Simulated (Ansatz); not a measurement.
Input file:

```yaml
crystal:
  periodic: [false, false, false]
  atoms:
    - {symbol: Si, position_ang: [0.000000, 0.010469, 0.641737]}
    - {symbol: C, position_ang: [0.000000, -0.149107, -1.244050]}
    - {symbol: H, position_ang: [0.000000, 1.485057, -3.057331]}
basis:
  gaussian: {orbitals: 6-31G}
magnetization: {spin_polarized: true, initial_magnetization: 3}
correlation: {method: ccsd_t, electrons: outside_noble_gas}
scf: {omitted_lower_state_checks: [cluster_reference]}
output: {forces: true}
```

```sh
$ ansatz run in.yaml --threads 1 --pin off --events-out ev --progress --plain --max-ram 2393MiB
```

The program prints:

```
these checks for a lower state are left out or cut short: cluster_reference
299 factors; integrals over basis functions are off by at most 1.4e-4 eV
mean field evaluation 1: about -8895.8870 eV, gradient 1.0e1 eV
mean field evaluation 2: about -8895.8897 eV, gradient 1.0e1 eV
mean field evaluation 4: about -8898.4848 eV, gradient 4.1e0 eV
mean field evaluation 8: about -8899.0482 eV, gradient 2.9e-1 eV
mean field evaluation 16: about -8899.2625 eV, gradient 9.7e-2 eV
mean field evaluation 32: about -8894.7294 eV, gradient 1.3e1 eV
mean field evaluation 64: about -8899.9837 eV, gradient 8.0e-6 eV
mean field evaluation 96: about -8899.9839 eV, gradient 1.3e-2 eV
mean field evaluation 128: about -8899.9838 eV, gradient 5.3e-3 eV
mean field evaluation 160: about -8899.9838 eV, gradient 4.5e-3 eV
...
cycle   5  -2.89373924 eV  change    1.9e-7 eV  update   5.0e-8
cycle   6  -2.89373919 eV  change    5.2e-8 eV  update   3.1e-8
cycle   7  -2.89373916 eV  change    3.1e-8 eV  update   2.2e-8
cycle   8  -2.89373915 eV  change    8.4e-9 eV  update   1.6e-8
cycle   9  -2.89373915 eV  change   -1.5e-9 eV  update   1.2e-8
cycle  10  -2.89373916 eV  change   -4.6e-9 eV  update   9.1e-9
cycle  11  -2.89373917 eV  change   -5.5e-9 eV  update   5.4e-9
cycle  12  -2.89373917 eV  change   -2.7e-9 eV  update   2.6e-9
cycle  13  -2.89373917 eV  change  -9.9e-10 eV  update   1.2e-9
cycle  14  -2.89373917 eV  change   2.7e-11 eV  update  7.0e-10
perturbative correction -0.14047174 eV, -0.0051622414 hartree
the calculation of the forces begins
Total energy: -8903.01816960 eV, -327.1798830503 hartree
Atom 0 at     0.000000     0.010469     0.641737 Å, force     0.000000    -0.074673    -1.537129 eV/Å
Atom 1 at     0.000000    -0.149107    -1.244050 Å, force    -0.000000    -0.188352     1.765054 eV/Å
Atom 2 at     0.000000     1.485057    -3.057331 Å, force     0.000000     0.263025    -0.227925 eV/Å
Dipole moment:    -0.000000    -0.039926     0.269467 e Å
Checks for a lower state left out: cluster_reference
```

Forces (eV/Å):
```
Si   0.000 -0.075 -1.537
C    0.000 -0.188  1.765
H    0.000  0.263 -0.228
```

Ran on 1 thread of Arm Neoverse V2, shared host: 1.6 s wall, 0.15 GiB peak host memory.
